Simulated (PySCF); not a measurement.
Si(F)4 anion (F4Si), SMILES F[Si](F)(F)F (connectivity only; charge and spin as stated), charge -1, multiplicity 2. Atoms are numbered in the order given.

```xyz
5

F      0.0000     1.7050    -0.4884
Si     0.0000     0.0000    -0.3022
F      0.0000    -1.7050    -0.4884
F      1.3164     0.0000     0.7235
F     -1.3164     0.0000     0.7235
```
Charge -1, spin multiplicity 2.

Geometry optimised at PBE0-D3(BJ)/def2-SVPD. The multiplicity is an assumed one; other spin states were not compared. The isomer is the one that the SMILES or the coordinates give; other isomers of the formula were not compared.

All values below come from B3LYP/pcH-1 in PySCF.

Unrestricted Kohn–Sham, ⟨S²⟩ = 0.751. Hyperfine tensors hold the contact and dipolar terms, without spin-orbit corrections.

Computed hyperfine couplings:
```json
[
 {"nucleus": "19F no. 1", "A(iso) (MHz)": "847.7", "A(iso) (G)": "302.5", "dipolar principal values (MHz)": "-221.1, -206.0, 427.1"},
 {"nucleus": "29Si no. 2", "A(iso) (MHz)": "-1348.9", "A(iso) (G)": "-481.3", "dipolar principal values (MHz)": "-89.4, 41.3, 48.1"},
 {"nucleus": "19F no. 3", "A(iso) (MHz)": "847.7", "A(iso) (G)": "302.5", "dipolar principal values (MHz)": "-221.1, -206.0, 427.1"},
 {"nucleus": "19F no. 4", "A(iso) (MHz)": "196.3", "A(iso) (G)": "70.1", "dipolar principal values (MHz)": "-63.3, -63.2, 126.5"},
 {"nucleus": "19F no. 5", "A(iso) (MHz)": "196.3", "A(iso) (G)": "70.1", "dipolar principal values (MHz)": "-63.3, -63.2, 126.5"}
]
```

Q: And the g tensor (effective nuclear charges for spin-orbit coupling, GIAO)? (Estimate from the structure and the level; the computed values follow.)

A: principal values 1.9991, 2.0010, 2.0020; isotropic 2.0007.
